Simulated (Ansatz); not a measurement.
`CC(F)(F)CF` and `CC(F)(F)F` differ in one atom or group.

Ansatz, PBE0-D4/def2-TZVP geometries, multiplicity 1. Each molecule was computed in one conformer, which needn't be the lowest.

```csv
property,`CC(F)(F)CF`
HOMO–LUMO gap (PBE/def2-TZVPP) / eV,8.08
zero-point energy (PBE0-D4/def2-TZVP) / kJ/mol,212.7
size of the dipole moment (PBE/def2-TZVPP) / D,1.55
HOMO energy (B3LYP/def2-TZVPP) / eV,-9.30
size of the dipole moment (B3LYP/def2-TZVPP) / D,1.67
size of the dipole moment (ωB97M-V/def2-TZVPP) / D,1.66
```

**Question.** Give the same properties after the change, and the shifts. (Estimate.)

**Answer.** Computed: 
```json
{"property": "HOMO–LUMO gap (PBE/def2-TZVPP) / eV", "`CC(F)(F)F`": "9.75", "shift": "1.67"}
{"property": "zero-point energy (PBE0-D4/def2-TZVP) / kJ/mol", "`CC(F)(F)F`": "138.0", "shift": "-74.7"}
{"property": "size of the dipole moment (PBE/def2-TZVPP) / D", "`CC(F)(F)F`": "2.14", "shift": "0.59"}
{"property": "HOMO energy (B3LYP/def2-TZVPP) / eV", "`CC(F)(F)F`": "-10.69", "shift": "-1.39"}
{"property": "size of the dipole moment (B3LYP/def2-TZVPP) / D", "`CC(F)(F)F`": "2.29", "shift": "0.62"}
{"property": "size of the dipole moment (ωB97M-V/def2-TZVPP) / D", "`CC(F)(F)F`": "2.28", "shift": "0.62"}
```

With PBE0 the HOMO falls by 1.42 eV and the LUMO rises by 0.20 eV, so the gap widens by about 1.62 eV. PBE moves the HOMO by -1.34 eV and ωB97M-V by -1.43 eV. The zero-point energy changes by -74.7 kJ/mol with -9 modes. Dipoles are sizes alone; their direction can turn.

B3LYP here is the variant with VWN-RPA as its local correlation; programs differ in this.
